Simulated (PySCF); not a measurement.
Molecule: `C=CC[NH+](C)C`, [C5H12N]+.

Geometry (Å), atoms numbered from 1 in this order:
```xyz
18

C     2.2310    0.1456   -0.6503
C     1.7022   -0.0505    0.5567
C     0.2744   -0.3476    0.8887
N    -0.6700   -0.1324   -0.2519
C    -1.9454   -0.8724   -0.0638
C    -0.9090    1.3136   -0.5173
H     3.3033    0.3186   -0.7647
H     1.6573    0.1525   -1.5849
H     2.3555   -0.0383    1.4354
H    -0.0842    0.2726    1.7251
H     0.1716   -1.3992    1.2018
H    -0.2087   -0.5249   -1.0827
H    -1.7335   -1.9457    0.0162
H    -2.6022   -0.6819   -0.9215
H    -2.4255   -0.5174    0.8569
H    -1.4854    1.7272    0.3197
H    -1.4785    1.4189   -1.4488
H     0.0545    1.8291   -0.5993
```

Total charge +1.

Geometry PBE0-D3(BJ)/def2-SVP throughout; GIAO in PySCF 2.14, gas phase, one conformer, non-relativistic; equivalent atoms averaged; functional PBE0.

Question: How do the absolute shieldings σ depend on the basis set? (a selection of nuclei; ppm; last column core-seconds on shared hosts with different chips, so compare them loosely)

Answer: 
| basis set | functions | C1 | C2 | C3 | C5/C6 | N4 | H7 | H9 | H12 | H10/H11 | core-s |
| --- | --- | --- | --- | --- | --- | --- | --- | --- | --- | --- | --- |
| STO-3G | 42 | 128.3 | 130.9 | 178.2 | 187.4 | 273.5 | 26.17 | 26.39 | 28.27 | 28.97 | 3.1 |
| 6-31G | 78 | 84.3 | 77.4 | 140.2 | 155.9 | 228.0 | 25.96 | 25.98 | 28.45 | 28.69 | 6.1 |
| 6-31G* | 108 | 80.5 | 75.1 | 136.4 | 152.0 | 219.1 | 25.72 | 25.73 | 27.50 | 28.26 | 8.1 |
| def2-SVP | 144 | 76.4 | 69.8 | 135.1 | 150.7 | 218.7 | 25.16 | 25.23 | 26.86 | 27.76 | 10 |
| pcSseg-1 | 162 | 59.2 | 51.5 | 122.4 | 138.8 | 202.8 | 24.83 | 24.97 | 26.77 | 27.55 | 20 |
| 6-311+G(2d,p) | 234 | 64.0 | 55.2 | 125.1 | 141.8 | 203.2 | 25.26 | 25.17 | 26.68 | 27.67 | 24 |
| def2-TZVP | 258 | 63.0 | 54.0 | 124.0 | 140.8 | 203.1 | 25.18 | 25.11 | 26.63 | 27.66 | 28 |

Question: Which nucleus among those listed moves most, in ppm?

Answer: C2 (alkene CH): from 51.5 ppm with pcSseg-1 to 130.9 ppm with STO-3G. The smallest spread is 1.33 ppm, at H7. Proton shifts span only some 12 ppm, so a few tenths of a ppm matter as much there as several ppm in carbon.

Question: Taking the largest basis, def2-TZVP (258 functions), as the yardstick, rank the others by their worst heavy-atom deviation.

Answer: 6-311+G(2d,p) 1.2 ppm (234 functions), pcSseg-1 3.8 ppm (162 functions), def2-SVP 15.8 ppm (144 functions), 6-31G* 21.1 ppm (108 functions), 6-31G 24.8 ppm (78 functions), STO-3G 76.9 ppm (42 functions).

A small basis that lands close on one nucleus may do so by chance; judge by the trend and by all nuclei.
